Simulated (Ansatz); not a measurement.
Structure relaxation of Sr₃Be

All numbers below come from DFT PBE, scalar-relativistic, plane waves, PAW (Ansatz). Cutoff 420 eV, Γ-centred k mesh, Gaussian smearing, no spin polarisation in the final step.

The start puts Sr₃Be on the TiAl3 (D0_22) structure type (I4/mmm, No. 139), with Be in place of Ti, Sr in place of Al, at a guessed volume.

```yaml
crystal:
  lattice:
    - [-2.27919, 2.27919, 5.09117]
    - [2.27919, -2.27919, 5.09117]
    - [2.27919, 2.27919, -5.09117]
  atoms:
    - { symbol: Sr, position: [0.50000, 0.50000, 0.00000] }
    - { symbol: Sr, position: [0.25000, 0.75000, 0.50000] }
    - { symbol: Sr, position: [0.75000, 0.25000, 0.50000] }
    - { symbol: Be, position: [0.00000, 0.00000, 0.00000] }
```

Steps on the 6×6×6 mesh (4 atoms). 6 of 6 steps are shown, and the free energy counts from the last. Trial steps that were taken back and renewals of the plane-wave basis can be among the rows.

| step | ΔF (meV/atom) | V (Å³/atom) | P (GPa) |
| --- | --- | --- | --- |
| 1 | 329.1 | 26.45 | 10.76 |
| 2 | 140.8 | 30.17 | 5.69 |
| 3 | 40.0 | 34.20 | 2.48 |
| 4 | 3.8 | 38.12 | 0.48 |
| 5 | 1.5 | 39.21 | 0.04 |
| 6 | 0.0 | 39.21 | 0.08 |

A final relaxation ran on a 12×12×12 mesh. The relaxed crystal, I4/mmm (No. 139):

```cif
data_structure
_symmetry_space_group_name_H-M 'I4/mmm'
_symmetry_Int_Tables_number 139
_cell_length_a 5.3230
_cell_length_b 5.3230
_cell_length_c 11.1102
_cell_angle_alpha 90.000
_cell_angle_beta 90.000
_cell_angle_gamma 90.000
_cell_volume 314.79
loop_
_atom_site_label
_atom_site_type_symbol
_atom_site_symmetry_multiplicity
_atom_site_Wyckoff_symbol
_atom_site_fract_x
_atom_site_fract_y
_atom_site_fract_z
_atom_site_occupancy
Sr1 Sr 2 b 0.50000 0.50000 0.00000 1
Sr2 Sr 4 d 0.50000 0.00000 0.25000 1
Be1 Be 2 a 0.00000 0.00000 0.00000 1
```

For Sr₃Be, the volume per atom is 39.35 Å³, the density is 2.87 g/cm³ and the energy over the elements is 0.54 eV/atom. The gap on the 12×12×12 mesh is 0 eV (a metal).

The zero of energy is the elements' standard structures at the same level; no fitted shifts are applied.

The final run used a 12×12×12 mesh on its 4-atom cell and 0.10 eV smearing. For metals, differences of a few meV/atom aren't resolved.

A structure relaxed within its symmetry needn't be a true minimum.

Cost: 3 runs of about 1.5 core-minutes in all, on AMD EPYC 9B14 (Zen 4) (shared hosts).